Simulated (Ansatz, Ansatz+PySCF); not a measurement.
```xyz
10

C     0.0333    0.5896   -1.2277
C     0.0380   -0.6005   -1.2147
C     0.0022    1.5017   -0.1030
C     0.0137   -1.4273   -0.1666
C    -0.0255    0.7116    1.0126
C     0.0487   -0.6997    1.0437
H     0.0099    2.6001   -0.1481
H     0.0429   -2.5574   -0.1558
H    -0.0295    1.2354    2.0535
H     0.0173   -1.1829    2.0172
```

RHF-MP2 on singlet C₆H₄ was run in several spherical basis sets with Ansatz (development build ahead of 0.2.0). Frozen core: 6 orbitals. Caution for RHF-MP2: an unrestricted determinant lies well below; in another basis set an unrestricted determinant lies well below.

**Question.** Rank the basis sets by the total energy that they give, lowest first, with the distance from the lowest.
A. def2-SVP
B. 6-31G
C. 6-31G(d)
D. cc-pVDZ

**Answer.** D (0.00 eV), C (1.12 eV), A (5.14 eV), B (9.51 eV).

Totals follow the description of the cores as much as that of the bonds, so this order isn't one of quality for chemistry.
